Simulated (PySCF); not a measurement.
## Gas-phase thermal properties of Si₂O₂

Computed with PySCF (xtb for GFN2) and rigid-rotor harmonic-oscillator thermochemistry at 1 bar. 6-31G* has spherical d functions here. All species are closed-shell singlets. B3LYP is the form with VWN-RPA correlation. Si₂O₂: computed as isolated molecules; such fragments, hydroxides, amides, oligomers or adducts are transient or little studied in the gas. The harmonic model lacks anharmonicity and excited electronic states, which grow with temperature; levels with a mode under 35 cm⁻¹ are left out.

| level | point group | σ | ZPE (kJ/mol) | S°298 (J/mol/K) | Cp298 (J/mol/K) | S°1000 (J/mol/K) | H1000 − H298 (kJ/mol) |
|---|---|---|---|---|---|---|---|
| B3LYP/6-31G* | D2h | 4 | 22.2 | 272.3 | 58.6 | 358.8 | 51.6 |
| GFN2-xTB | D2h | 4 | 19.7 | 275.7 | 62.2 | 364.5 | 52.7 |
| HF/6-31G* | D2h | 4 | 25.0 | 267.9 | 55.3 | 351.9 | 50.3 |
| PBE/def2-SVP | D2h | 4 | 21.0 | 275.1 | 60.1 | 362.7 | 52.1 |
| PBE0/def2-TZVP | D2h | 4 | 23.0 | 270.7 | 57.7 | 356.5 | 51.3 |
σ: rotational symmetry number. Electronic degeneracy used: 1. Frequencies are unscaled.
